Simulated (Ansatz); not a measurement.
# CH₅ClSi (built from SMILES C[SiH2]Cl): search for a transition state, part 2 of 2

Ansatz 0.2.0, Gaussian basis; PBE0-D4. Earlier steps stand in the parts before.

### Step 6. Checking the order of the point

The input, vib/in.yaml:

```yaml
crystal:
  periodic: [false, false, false]
  atoms:
    - {symbol: Si, position_ang: [-0.786504, -0.518889, -0.111463]}
    - {symbol: Cl, position_ang: [1.464466, -0.125126, -1.799954]}
    - {symbol: C, position_ang: [0.085035, 0.547726, 0.916311]}
    - {symbol: H, position_ang: [1.039543, 0.336750, -0.495070]}
    - {symbol: H, position_ang: [-1.757822, -0.039079, -1.112830]}
    - {symbol: H, position_ang: [-0.623581, -1.983843, -0.055635]}
    - {symbol: H, position_ang: [0.708862, 0.172330, 1.719562]}
    - {symbol: H, position_ang: [-0.129999, 1.610131, 0.939080]}
basis:
  gaussian: {orbitals: def2-TZVP}
hamiltonian: {xc: pbe0, dispersion: d4}
phonons: {temperatures: {t_min: 298.15, t_max: 900, t_step: 200}}
```

Launch:

```console
> ansatz run in.yaml --threads 2 --pin off --events-out ev --progress --plain --max-ram 4352MiB
```

Log (excerpt; [...] marks lines left out):

```text
Functional definition: PBE0
  name "PBE0"
  cite "Adamo & Barone, J. Chem. Phys. 110, 6158 (1999) doi:10.1063/1.478522"
  cite "Perdew, Burke & Ernzerhof, Phys. Rev. Lett. 77, 3865 (1996) doi:10.1103/PhysRevLett.77.3865"
  parent pbe
[...]
936 factors; their error is unknown
[...]
mean field -21509.17268331 eV, -790.4475166706 hartree, gradient 1.1e-5 eV, S^2 0.000000; 0 other end points of the search recorded, 0 dependent functions left out
[...]
reference -21509.17271215 eV, -790.4475177308 hartree; 21, 21 occupied and 114, 114 virtual orbitals, 936 factors
[... from here to the last solve, the lines of the solves are left out (47 solves) ...]
936 factors; their error is unknown
mean field -21509.17266869 eV, -790.4475161335 hartree, gradient 1.6e-6 eV, S^2 0.000000; 0 other end points of the search recorded, 0 dependent functions left out
[...]
reference -21509.17269754 eV, -790.4475171937 hartree; 21, 21 occupied and 114, 114 virtual orbitals, 936 factors
[...]
WARN: phonons: modes at or below zero, which the zero-point energy, F, S and C_V leave out: 1, the lowest at -600.21 cm⁻¹. A minimum has none, and a first-order saddle one
[...]
Total energy: -21509.31167663 eV, -790.4526245812 hartree
Atom 0 at    -0.786504    -0.518889    -0.111463 Å, force    -0.000610     0.001810    -0.001843 eV/Å
Atom 1 at     1.464466    -0.125126    -1.799954 Å, force    -0.000526    -0.000223     0.000392 eV/Å
Atom 2 at     0.085035     0.547726     0.916311 Å, force    -0.004327     0.001085     0.001086 eV/Å
Atom 3 at     1.039543     0.336750    -0.495070 Å, force     0.003726     0.001619    -0.003070 eV/Å
Atom 4 at    -1.757822    -0.039079    -1.112830 Å, force     0.000781    -0.000442     0.002283 eV/Å
Atom 5 at    -0.623581    -1.983843    -0.055635 Å, force    -0.000463    -0.002097     0.000266 eV/Å
Atom 6 at     0.708862     0.172330     1.719562 Å, force     0.000097    -0.000041     0.001359 eV/Å
Atom 7 at    -0.129999     1.610131     0.939080 Å, force     0.001323    -0.001711    -0.000474 eV/Å
Dipole moment:    -0.464915    -0.099772     0.314749 e Å
Vibrations: -600.21 152.67 278.04 471.57 572.18 604.05 639.36 700.31 835.26 920.68 944.20 987.30 1247.97 1375.50 2280.27 2306.22 3162.12 3256.55 cm⁻¹, zero-point energy 1.285359 eV
```

Wall time 61 s (2 threads of Arm Neoverse V2, shared host).

The modes, with what each moves most:

| mode | wavenumber (cm⁻¹) | character |
| --- | --- | --- |
| 1 | 600i | changes Cl2–H4, C3–H4 |
| 2 | 153 | not assigned (largely outside the bonds, angles and torsions drawn) |
| 3 | 278 | not assigned (largely outside the bonds, angles and torsions drawn) |
| 4 | 472 | bend |
| 5 | 572 | Cl–H stretch |
| 6 | 604 | torsion |
| 7 | 639 | torsion with out-of-plane bend |
| 8 | 700 | torsion with Cl–H stretch |
| 9 | 835 | bend |
| 10 | 921 | bend with Si–C stretch |
| 11 | 944 | not assigned (largely outside the bonds, angles and torsions drawn) |
| 12 | 987 | bend with Si–C stretch |
| 13 | 1248 | Cl–H stretch |
| 14 | 1376 | bend |
| 15 | 2280 | Si–H stretch |
| 16 | 2306 | Si–H stretch |
| 17 | 3162 | C–H stretch |
| 18 | 3257 | C–H stretch |

Vibrational sums (real modes only):

| T (K) | entropy (J/mol/K) | heat capacity (J/mol/K) |
| --- | --- | --- |
| 298 | 29.8 | 46.1 |
| 498 | 60.8 | 74.4 |
| 698 | 88.9 | 91.5 |
| 898 | 113.4 | 103.0 |

### Step 7. Relaxing after a step of 0.30 Å one way along the mode

The input, downa/in.yaml:

```yaml
crystal:
  periodic: [false, false, false]
  atoms:
    - {symbol: Si, position_ang: [-0.898889, -0.507426, 0.027982]}
    - {symbol: Cl, position_ang: [1.593129, -0.047255, -1.785996]}
    - {symbol: C, position_ang: [-0.013398, 0.533106, 0.997598]}
    - {symbol: H, position_ang: [1.116687, 0.238830, -0.767945]}
    - {symbol: H, position_ang: [-1.749663, -0.030825, -1.108130]}
    - {symbol: H, position_ang: [-0.615037, -1.977680, -0.049847]}
    - {symbol: H, position_ang: [0.706719, 0.170873, 1.733631]}
    - {symbol: H, position_ang: [-0.139547, 1.620377, 0.952707]}
basis:
  gaussian: {orbitals: def2-TZVP}
hamiltonian: {xc: pbe0, dispersion: d4}
relax: {f_tol: 0.005, max_steps: 200}
```

Launch:

```console
> ansatz run in.yaml --threads 2 --pin off --events-out ev --progress --plain --max-ram 4352MiB
```

Log (excerpt; [...] marks lines left out):

```text
[... 5 set-up lines as earlier in the session ...]
[...]
936 factors; their error is unknown
[...]
mean field -21508.78128712 eV, -790.4331331261 hartree, gradient 4.8e-5 eV, S^2 0.000000; 0 other end points of the search recorded, 0 dependent functions left out
[...]
reference -21508.78131639 eV, -790.4331342018 hartree; 21, 21 occupied and 114, 114 virtual orbitals, 936 factors
relax step   1: F+E_penalty+E_count = -21508.91764421 eV  Δ(F+E_penalty+E_count) = +0.000e0 eV  max|allowed force component| = 5.777e0 eV/Å  Δτ_max = 0.0000 Å  (26 SCF iters, accepted)
[...]
reference -21509.41565994 eV, -790.4564458972 hartree; 21, 21 occupied and 114, 114 virtual orbitals, 936 factors
Total energy: -21509.53610575 eV, -790.4608721990 hartree
Atom 0 at    -1.118269    -0.598252     0.098683 Å, force     0.000542     0.000711     0.000278 eV/Å
Atom 1 at     2.288610     0.385287    -1.744788 Å, force     0.000335    -0.000038    -0.000394 eV/Å
Atom 2 at     0.007895     0.452804     0.824102 Å, force    -0.000377    -0.000143     0.000302 eV/Å
Atom 3 at     1.335071     0.314493    -0.852736 Å, force    -0.000287     0.000003     0.000264 eV/Å
Atom 4 at    -2.188768    -0.114322    -0.795922 Å, force     0.000098    -0.000257    -0.000291 eV/Å
Atom 5 at    -1.051732    -2.064108     0.263904 Å, force    -0.000280    -0.000102     0.000064 eV/Å
Atom 6 at     0.781921     0.094420     1.493693 Å, force     0.000284    -0.000172    -0.000329 eV/Å
Atom 7 at    -0.054726     1.529678     0.713065 Å, force    -0.000314    -0.000002     0.000106 eV/Å
Dipole moment:    -0.545417    -0.175576     0.261846 e Å
```

Wall time 22 s (2 threads of Arm Neoverse V2, shared host).

Along the way:

| step | energy from step 1 (eV) | largest force component (eV/Å) |
| --- | --- | --- |
| 1 | 0.0000 | 5.7766 |
| 2 | -0.4588 | 2.1431 |
| 3 | -0.5638 | 0.3732 |
| 4 | -0.5804 | 0.2718 |
| 5 | -0.5910 | 0.4281 |
| 6 | -0.6114 | 0.0571 |
| 7 | -0.6171 | 0.1324 |
| 8 | -0.6179 | 0.1005 |
| 9 | -0.6183 | 0.0275 |
| 10 | -0.6184 | 0.0054 |
| 11 | -0.6184 | 0.0007 |

Distances of close pairs at the start and the end, largest changes first:

| bond | before (Å) | after (Å) | change (Å) |
| --- | --- | --- | --- |
| Cl2–H4 | 1.160 | 1.308 | +0.148 |
| Si1–C3 | 1.675 | 1.703 | +0.027 |
| Si1–H6 | 1.499 | 1.477 | -0.023 |
| Si1–H5 | 1.497 | 1.477 | -0.021 |
| C3–H8 | 1.095 | 1.084 | -0.011 |
| C3–H7 | 1.092 | 1.084 | -0.007 |

### Step 8. Relaxing after a step of 0.30 Å the other way along the mode

The input, downb/in.yaml:

```yaml
crystal:
  periodic: [false, false, false]
  atoms:
    - {symbol: Si, position_ang: [-0.674118, -0.530352, -0.250909]}
    - {symbol: Cl, position_ang: [1.335802, -0.202996, -1.813911]}
    - {symbol: C, position_ang: [0.183468, 0.562346, 0.835024]}
    - {symbol: H, position_ang: [0.962399, 0.434671, -0.222196]}
    - {symbol: H, position_ang: [-1.765980, -0.047333, -1.117530]}
    - {symbol: H, position_ang: [-0.632124, -1.990006, -0.061423]}
    - {symbol: H, position_ang: [0.711005, 0.173787, 1.705492]}
    - {symbol: H, position_ang: [-0.120451, 1.599884, 0.925453]}
basis:
  gaussian: {orbitals: def2-TZVP}
hamiltonian: {xc: pbe0, dispersion: d4}
relax: {f_tol: 0.005, max_steps: 200}
```

Launch:

```console
> ansatz run in.yaml --threads 2 --pin off --events-out ev --progress --plain --max-ram 4352MiB
```

Log (excerpt; [...] marks lines left out):

```text
[... 5 set-up lines as earlier in the session ...]
[...]
936 factors; their error is unknown
[...]
mean field -21510.01860312 eV, -790.4786036504 hartree, gradient 3.2e-5 eV, S^2 0.000000; 0 other end points of the search recorded, 0 dependent functions left out
[...]
reference -21510.01863219 eV, -790.4786047188 hartree; 21, 21 occupied and 114, 114 virtual orbitals, 936 factors
relax step   1: F+E_penalty+E_count = -21510.14385851 eV  Δ(F+E_penalty+E_count) = +0.000e0 eV  max|allowed force component| = 2.744e0 eV/Å  Δτ_max = 0.0000 Å  (26 SCF iters, accepted)
[...]
reference -21512.67888280 eV, -790.5763671253 hartree; 21, 21 occupied and 114, 114 virtual orbitals, 936 factors
Total energy: -21512.80224745 eV, -790.5809006927 hartree
Atom 0 at    -0.375382    -0.555265    -0.526803 Å, force     0.000043    -0.000102    -0.000075 eV/Å
Atom 1 at     0.555410    -0.256664    -2.342425 Å, force     0.000051     0.000100     0.000054 eV/Å
Atom 2 at     0.342999     0.596684     0.740063 Å, force    -0.000170    -0.000104     0.000012 eV/Å
Atom 3 at     1.412690     0.416698     0.864398 Å, force     0.000096     0.000041    -0.000076 eV/Å
Atom 4 at    -1.823581    -0.306920    -0.729502 Å, force    -0.000063     0.000039    -0.000058 eV/Å
Atom 5 at    -0.164574    -1.975186    -0.153406 Å, force    -0.000054    -0.000064     0.000105 eV/Å
Atom 6 at    -0.147379     0.443357     1.705480 Å, force     0.000100     0.000019     0.000040 eV/Å
Atom 7 at     0.199818     1.637296     0.442195 Å, force    -0.000003     0.000071    -0.000004 eV/Å
Dipole moment:    -0.056302     0.074463     0.377743 e Å
```

It took 39 s on 2 threads of Arm Neoverse V2, shared host.

Along the way: (the energy doesn't fall at every step)

| step | energy from step 1 (eV) | largest force component (eV/Å) |
| --- | --- | --- |
| 1 | 0.0000 | 2.7445 |
| 2 | -1.0009 | 3.0917 |
| 3 | -1.8327 | 2.1520 |
| 4 | -2.2686 | 1.9078 |
| 5 | -2.5056 | 0.9337 |
| 6 | -2.5564 | 0.5793 |
| 7 | -2.5863 | 0.3766 |
| 8 | -2.5914 | 0.0156 |
| 9 | -2.5941 | 0.0936 |
| 10 | -2.5959 | 0.0234 |
| 11 | -2.6155 | 0.2029 |
| 12 | -2.5893 | 0.9462 |
| 13 | -2.6298 | 0.0985 |
| 14 | -2.6413 | 0.1709 |
| 15 | -2.6430 | 0.4958 |
| 16 | -2.6579 | 0.0074 |
| 17 | -2.6583 | 0.0026 |
| 18 | -2.6584 | 0.0095 |
| 19 | -2.6579 | 0.0891 |
| 20 | -2.6584 | 0.0002 |

Close pairs (by a distance rule), those that changed most:

| bond | before (Å) | after (Å) | change (Å) |
| --- | --- | --- | --- |
| Si1–Cl2 | 2.567 | 2.062 | -0.505 |
| C3–H4 | 1.319 | 1.092 | -0.228 |
| Si1–C3 | 1.763 | 1.857 | +0.094 |
| Si1–H6 | 1.473 | 1.483 | +0.011 |
| Si1–H5 | 1.475 | 1.483 | +0.008 |
| C3–H8 | 1.085 | 1.092 | +0.007 |
| C3–H7 | 1.089 | 1.094 | +0.004 |

### Step 9. What the saddle joins

| pair | start side (Å) | saddle (Å) | end side (Å) |
| --- | --- | --- | --- |
| Cl2–H4 | 3.387 | 1.448 | 1.308 |
| Si1–Cl2 | 2.062 | 2.841 | 3.997 |
| C3–H4 | 1.092 | 1.717 | 2.143 |

### Step 10. Outcome

The summary covers parts 1 to 2.

```
                       quantity                                        value
                 imaginary mode                                    600i cm⁻¹
    barrier from the start side                                80.5 kcal/mol
      barrier from the end side                                 5.2 kcal/mol
             energy of the step                               +75.3 kcal/mol
              pairs that change  Cl2–H4 formed, Si1–Cl2 broken, C3–H4 broken
zero-point energy at the saddle                                     1.285 eV
```

**Reading.** One imaginary mode, 600i cm⁻¹, makes this a first-order saddle. It joins the planned start and end. At PBE0-D4/def2-TZVP the electronic barrier is 80.5 kcal/mol, about 136 kT at 298 K, and the step runs 75.3 kcal/mol uphill. A step off the saddle overshot and began above it in energy, so the link to its end is likely but not proven.
